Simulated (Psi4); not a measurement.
**CH3NSi (Si(CN)H3) at MN12-L/cc-pVTZ (density fitting)**

Aim: the electrostatic solvation energy at fixed shape (ddCOSMO, toluene) of CH3NSi (Si(CN)H3) at MN12-L/cc-pVTZ (density fitting), from 2 runs. 

The results are computed with Psi4 1.11.

1 further run of the same task is left out (it didn't finish).

### 1 The structure to begin with

CH3NSi has 6 atoms, charge 0, and is taken as a singlet. SMILES: `[H][Si]([H])([H])C#N`. The shape is that of a GFN2-xTB optimisation.

Bond lengths: Si1–C2 1.866 Å, C2–N3 1.145 Å, Si1–H4 1.462 Å, Si1–H5 1.461 Å, Si1–H6 1.462 Å. Angles: Si1–C2–N3 179.6°, C2–Si1–H4 106.2°, C2–Si1–H5 106.3°, C2–Si1–H6 106.3°, H4–Si1–H5 112.5°, H4–Si1–H6 112.5°, H5–Si1–H6 112.4°.

### 2 A single-point energy at MN12-L/cc-pVTZ (density fitting)

Input file ch3nsi.json:

```json
{
 "schema_name": "qcschema_input",
 "schema_version": 1,
 "molecule": {
  "schema_name": "qcschema_molecule",
  "schema_version": 2,
  "symbols": ["Si", "C", "N", "H", "H", "H"],
  "geometry": [-0.01116828, 0.01003445, -1.14861333, 0.01375721, -0.01848152, 2.37676524, 0.04493769, -0.03987322, 4.54063393, 2.63618684, 0.03110489, -1.93687479, -1.35260927, 2.30302813, -1.89719054, -1.33110418, -2.28581272, -1.93470161],
  "molecular_charge": 0,
  "molecular_multiplicity": 1,
  "fix_symmetry": "c1"
 },
 "driver": "energy",
 "model": {
  "method": "mn12-l",
  "basis": "cc-pVTZ"
 },
 "keywords": {
  "scf_type": "df"
 }
}
```

Launch:

```
$ psi4 --qcschema ch3nsi.json -n 1 --memory 1600MB
```

stdout:

```text
[...]
  Running in c1 symmetry.
[...]
  Nuclear repulsion =   82.887838079692969
[...]
  Multiplicity = 1
[...]
  Nalpha       = 15
  Nbeta        = 15
[...]
    Number of basis functions: 136
[...]
   @DF-RKS iter   1:  -383.89631579467357   -4.83742e-01   4.17928e-03 DIIS/ADIIS
[...]
   @DF-RKS iter   8:  -384.04916538114202   -7.27230e-08   4.36201e-07 DIIS
[...]
    Orbital Energies [Eh]
    ---------------------
    Doubly Occupied:
       1A    -67.291940     2A    -14.735817     3A    -10.529946
       4A     -5.280194     5A     -3.600580     6A     -3.597674
       7A     -3.597667     8A     -0.926272     9A     -0.585566
      10A     -0.445229    11A     -0.373935    12A     -0.373858
      13A     -0.349123    14A     -0.321579    15A     -0.321545
[...]
  @DF-RKS Final Energy:  -384.04916538114202
   => Energetics <=
    Nuclear Repulsion Energy =             82.8878380796929690
    One-Electron Energy =                -691.8001663903298777
    Two-Electron Energy =                 259.0246420065496977
    DFT Exchange-Correlation Energy =     -34.1614790770548069
    Empirical Dispersion Energy =           0.0000000000000000
    VV10 Nonlocal Energy =                  0.0000000000000000
    Total Energy =                       -384.0491653811420178
[...]
 Multipole Moments:
 ------------------------------------------------------------------------------------
     Multipole            Electronic (a.u.)      Nuclear  (a.u.)        Total (a.u.)
 ------------------------------------------------------------------------------------
 L = 1.  Multiply by 2.5417464519 to convert [e a0] to [Debye]
 Dipole X            :          0.0206474           -0.0351824           -0.0145350
 Dipole Y            :         -0.0237319            0.0359941            0.0122621
 Dipole Z            :          2.9195894           -4.3054485           -1.3858590
 Magnitude           :                                                    1.3859895
[...]
```

The result, in JSON:

```text
{
 "driver": "energy",
 "model": {
  "method": "mn12-l",
  "basis": "cc-pVTZ"
 },
 "success": true,
 "return_result": -384.049165381142,
 "properties": {
  "calcinfo_nbasis": 136,
  "calcinfo_nmo": 136,
  "calcinfo_nalpha": 15,
  "calcinfo_nbeta": 15,
  "calcinfo_natom": 6,
  "nuclear_repulsion_energy": 82.88783807969295,
  "return_energy": -384.049165381142,
  "scf_one_electron_energy": -691.8001663903299,
  "scf_two_electron_energy": 259.0246420065497,
  "scf_xc_energy": -34.16147907705481,
  "scf_dipole_moment": [-0.014535000999374714, 0.012262118334428737, -1.385859042333148],
  "scf_total_energy": -384.049165381142,
  "scf_iterations": 8
 }
}
```

Run time: 12 s. Hardware: 1 thread of INTEL XEON PLATINUM 8581C at 2.10GHz (Emerald Rapids), shared host; peak memory 0.88 GiB.

### 3 The energy at MN12-L/cc-pVTZ (density fitting, ddCOSMO toluene)

Input file ch3nsi.py:

```python
import psi4

psi4.set_memory('1600 MB')
psi4.set_num_threads(1)
psi4.core.set_output_file('run.log', False)

molecule = psi4.geometry("""
Si    -0.01116828     0.01003445    -1.14861333
C      0.01375721    -0.01848152     2.37676524
N      0.04493769    -0.03987322     4.54063393
H      2.63618684     0.03110489    -1.93687479
H     -1.35260927     2.30302813    -1.89719054
H     -1.33110418    -2.28581272    -1.93470161
units bohr
symmetry c1
""")

psi4.set_options({
    'basis': 'cc-pVTZ',
    'scf_type': 'df',
    'ddx': True,
    'ddx_model': 'cosmo',
    'ddx_solvent': 'toluene',
    'ddx_radii_set': 'uff',
})

energy_value, wavefunction = psi4.energy('mn12-l', return_wfn=True)
print(f'mn12-l energy: {energy_value:.10f} Eh')
for k, v in sorted(psi4.core.scalar_variables().items()):
    print(f'{k:45s} {v:18.10f}')
```

Launch:

```
$ python ch3nsi.py
```

run.log:

```text
[...]
  Running in c1 symmetry.
[...]
  Nuclear repulsion =   82.887838079692955
[...]
  Multiplicity = 1
[...]
  Nalpha       = 15
  Nbeta        = 15
[...]
    Number of basis functions: 136
[...]
   @DF-RKS iter   1:  -383.90395740619562   -4.91222e-01   4.15549e-03 DIIS/ADIIS
[...]
   @DF-RKS iter   8:  -384.05285397274611   -6.17734e-08   3.17955e-07 DIIS
[...]
    Orbital Energies [Eh]
    ---------------------
    Doubly Occupied:
       1A    -67.285015     2A    -14.737558     3A    -10.533490
       4A     -5.273236     5A     -3.593824     6A     -3.590612
       7A     -3.590603     8A     -0.929580     9A     -0.581199
      10A     -0.441483    11A     -0.367688    12A     -0.367602
      13A     -0.353999    14A     -0.322846    15A     -0.322803
[...]
  @DF-RKS Final Energy:  -384.05285397274611
   => Energetics <=
    Nuclear Repulsion Energy =             82.8878380796929548
    One-Electron Energy =                -691.7793025410389873
    Two-Electron Energy =                 259.0057466286725685
    DFT Exchange-Correlation Energy =     -34.1630124244886844
    Empirical Dispersion Energy =           0.0000000000000000
    VV10 Nonlocal Energy =                  0.0000000000000000
    DD Solvation Energy =                 -0.0041237155840038
    Total Energy =                       -384.0528539727461066
[...]
 Multipole Moments:
 ------------------------------------------------------------------------------------
     Multipole            Electronic (a.u.)      Nuclear  (a.u.)        Total (a.u.)
 ------------------------------------------------------------------------------------
 L = 1.  Multiply by 2.5417464519 to convert [e a0] to [Debye]
 Dipole X            :          0.0189960           -0.0351824           -0.0161864
 Dipole Y            :         -0.0233055            0.0359941            0.0126885
 Dipole Z            :          2.7273984           -4.3054485           -1.5780501
 Magnitude           :                                                    1.5781841
[...]
```

The script printed:

```text
mn12-l energy: -384.0528539727 Eh
CURRENT ENERGY                                   -384.0528539727
CURRENT REFERENCE ENERGY                         -384.0528539727
DD SOLVATION ENERGY                                -0.0041237156
DFT FUNCTIONAL TOTAL ENERGY                      -384.0487302572
DFT TOTAL ENERGY                                 -384.0487302572
DFT VV10 ENERGY                                     0.0000000000
DFT XC ENERGY                                     -34.1630124245
GRID ELECTRONS ALPHA                               14.9999987921
GRID ELECTRONS BETA                                14.9999987921
GRID ELECTRONS TOTAL                               29.9999975843
NUCLEAR REPULSION ENERGY                           82.8878380797
ONE-ELECTRON ENERGY                              -691.7793025410
PCM POLARIZATION ENERGY                             0.0000000000
PE ENERGY                                           0.0000000000
SCF ITERATION ENERGY                             -384.0528539727
SCF ITERATIONS                                      8.0000000000
SCF TOTAL ENERGY                                 -384.0528539727
TWO-ELECTRON ENERGY                               259.0057466287
XC GRID RADIAL POINTS                              75.0000000000
XC GRID SPHERICAL POINTS                          302.0000000000
XC GRID TOTAL POINTS                           130409.0000000000
```

Wall time 17 s (1 thread of INTEL XEON PLATINUM 8581C at 2.10GHz (Emerald Rapids), shared host); peak memory 0.9 GiB.

### 4 Summary of results

At MN12-L/cc-pVTZ (density fitting):

```
                                        quantity          value
                         gas phase: total energy  -384.04917 Eh
                        gas phase: dipole moment         3.52 D
                          gas phase: HOMO energy       -8.75 eV
                          gas phase: LUMO energy       -1.01 eV
                        gas phase: HOMO–LUMO gap        7.74 eV
                  ddCOSMO, toluene: total energy  -384.05285 Eh
                 ddCOSMO, toluene: dipole moment         4.01 D
                   ddCOSMO, toluene: HOMO energy       -8.78 eV
                   ddCOSMO, toluene: LUMO energy       -0.95 eV
                 ddCOSMO, toluene: HOMO–LUMO gap        7.84 eV
    ddCOSMO, toluene: solvent term in the energy   -10.8 kJ/mol
energy change from gas to solvent at fixed shape      -0.100 eV
```

**Reading.** The solvent model (ddCOSMO, toluene) lowers the energy by 0.10 eV (−9.7 kJ/mol) at the same shape. It holds the electrostatic part alone, without cavity or dispersion terms.
